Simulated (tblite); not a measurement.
Species: C3H2Cl (doublet state).
SMILES: `Cl[CH]C#C`

Method: GFN2-xTB as coded in tblite; computed harmonic values from a numerical Hessian at the method's own geometry, unscaled. This tight-binding method is rough: wavenumbers can miss measured ones by several per cent, in bad cases by 10 to 20. Open shells enter through the occupations alone, without spin polarisation, and single modes of such species can be off by tens of per cent.

Harmonic wavenumbers (cm⁻¹): 161.5, 315.6, 441.2, 453.9, 510.6, 638.3, 781.8, 1110.7, 1235.9, 2119.1, 3097.6, 3396.2.

A = 35891, B = 3084, C = 2840 MHz; mass 72.985 u (most abundant isotopes); point group Cs, symmetry number 1; spin multiplicity 2.

Question: What is the zero-point energy?

Answer: Half the sum of the wavenumbers: 7131 cm⁻¹ = 20.39 kcal/mol.

Question: Entropy at 400 K, 1 bar (ideal gas, RRHO, classical rotation)?

Answer: Translation 40.27, rotation 25.32, vibration 9.98, spin (R ln 2) 1.38: S = 76.9 cal/(mol K).

Question: And Cp and H(400 K) − H(0)?

Answer: Cp = 19.91 cal/(mol K), of which vibrations give 11.96 (their classical limit is 12 R = 23.8); H(400 K) − H(0) = 5.56 kcal/mol without the zero-point energy, 2.38 from vibrations.

Question: Which modes carry the vibrational entropy at 400 K?

Answer: 161.5 cm⁻¹: 3.09; 315.6 cm⁻¹: 1.84; 441.2 cm⁻¹: 1.27; 453.9 cm⁻¹: 1.22; 510.6 cm⁻¹: 1.04; 638.3 cm⁻¹: 0.72 cal/(mol K); the other 6 give 0.80 together.

Question: What must be added to the electronic energy to get the Gibbs energy at 400 K and 1 bar?

Answer: ZPE + [H(400 K) − H(0)] − T·S = 20.39 + 5.56 − 30.78 = -4.83 kcal/mol.

Question: How do the functions run with temperature in this model?

Answer: 
```json
{"T (K)": "50", "S (cal/(mol K))": "50.5", "Cp (cal/(mol K))": "8.4", "H − H(0) (kcal/mol)": "0.40", "G − H(0) (kcal/mol)": "-2.13", "ln q(vib)": "0.01"}
{"T (K)": "100", "S (cal/(mol K))": "56.8", "Cp (cal/(mol K))": "10.0", "H − H(0) (kcal/mol)": "0.86", "G − H(0) (kcal/mol)": "-4.82", "ln q(vib)": "0.12"}
{"T (K)": "298.15", "S (cal/(mol K))": "71.4", "Cp (cal/(mol K))": "17.5", "H − H(0) (kcal/mol)": "3.65", "G − H(0) (kcal/mol)": "-17.65", "ln q(vib)": "1.27"}
{"T (K)": "373.15", "S (cal/(mol K))": "75.6", "Cp (cal/(mol K))": "19.4", "H − H(0) (kcal/mol)": "5.03", "G − H(0) (kcal/mol)": "-23.17", "ln q(vib)": "1.83"}
{"T (K)": "500", "S (cal/(mol K))": "81.6", "Cp (cal/(mol K))": "21.6", "H − H(0) (kcal/mol)": "7.64", "G − H(0) (kcal/mol)": "-33.15", "ln q(vib)": "2.77"}
{"T (K)": "750", "S (cal/(mol K))": "90.9", "Cp (cal/(mol K))": "24.4", "H − H(0) (kcal/mol)": "13.41", "G − H(0) (kcal/mol)": "-54.76", "ln q(vib)": "4.53"}
{"T (K)": "1000", "S (cal/(mol K))": "98.2", "Cp (cal/(mol K))": "26.2", "H − H(0) (kcal/mol)": "19.75", "G − H(0) (kcal/mol)": "-78.43", "ln q(vib)": "6.11"}
```

q(vib) and H(0) count from the zero-point level.

Hindered rotation and anharmonicity are outside this model.
